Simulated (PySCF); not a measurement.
**(3Z)-3-penten-1-ol, C₅H₁₀O**

Geometry:
```json
{"atom": "C1", "x (Å)": "1.102", "y (Å)": "0.379", "z (Å)": "-2.000"}
{"atom": "C2", "x (Å)": "1.680", "y (Å)": "-0.172", "z (Å)": "-0.736"}
{"atom": "C3", "x (Å)": "1.096", "y (Å)": "-1.033", "z (Å)": "0.112"}
{"atom": "C4", "x (Å)": "-0.295", "y (Å)": "-1.582", "z (Å)": "0.007"}
{"atom": "C5", "x (Å)": "-1.290", "y (Å)": "-0.733", "z (Å)": "0.802"}
{"atom": "O6", "x (Å)": "-1.335", "y (Å)": "0.590", "z (Å)": "0.353"}
{"atom": "H7", "x (Å)": "1.634", "y (Å)": "-0.018", "z (Å)": "-2.881"}
{"atom": "H8", "x (Å)": "0.032", "y (Å)": "0.159", "z (Å)": "-2.107"}
{"atom": "H9", "x (Å)": "1.220", "y (Å)": "1.474", "z (Å)": "-2.037"}
{"atom": "H10", "x (Å)": "2.702", "y (Å)": "0.150", "z (Å)": "-0.500"}
{"atom": "H11", "x (Å)": "1.667", "y (Å)": "-1.332", "z (Å)": "0.999"}
{"atom": "H12", "x (Å)": "-0.626", "y (Å)": "-1.617", "z (Å)": "-1.042"}
{"atom": "H13", "x (Å)": "-0.320", "y (Å)": "-2.616", "z (Å)": "0.389"}
{"atom": "H14", "x (Å)": "-2.305", "y (Å)": "-1.147", "z (Å)": "0.688"}
{"atom": "H15", "x (Å)": "-1.040", "y (Å)": "-0.790", "z (Å)": "1.882"}
{"atom": "H16", "x (Å)": "-0.429", "y (Å)": "0.924", "z (Å)": "0.382"}
```

The calculation used PySCF 2.14.0, quadratic response CAM-B3LYP/def2-TZVPD first hyperpolarisability, Taylor convention, gas phase. Geometry: PBE0-D3(BJ)/def2-SVP.

Task: What is the first hyperpolarisability, and how does it disperse?

Result: In 10⁻³⁰ esu, Taylor convention; the vector part is βᵢ = ⅓ Σⱼ (βᵢⱼⱼ + βⱼᵢⱼ + βⱼⱼᵢ); β∥ is 3/5 of the vector part along the dipole, the dipole points from − to +:
| process | λ (nm) | β vector norm | β∥ | β HRS | depolarisation ratio |
| --- | --- | --- | --- | --- | --- |
| static β(0;0,0) | ∞ | 0.91 | -0.37 | 0.34 | 7.51 |
| second harmonic β(−2ω;ω,ω) | 1907 | 0.95 | -0.38 | 0.36 | 7.52 |
| Pockels β(−ω;ω,0) | 1907 | 0.93 | -0.37 | – | – |
| second harmonic β(−2ω;ω,ω) | 1064 | 1.04 | -0.40 | 0.39 | 7.54 |
| Pockels β(−ω;ω,0) | 1064 | 0.95 | -0.38 | – | – |

Task: Which lowest excitations, dipole and polarisabilities go with it?

Result: S1 6.47 eV (f = 0.018); S2 6.81 eV (f = 0.251); S3 7.15 eV (f = 0.063); dipole 1.61 D; isotropic α 68.9 au static, 69.1 au at 1907 nm, 69.5 au at 1064 nm, 69.7 au at 953.5 nm, 71.4 au at 532 nm.
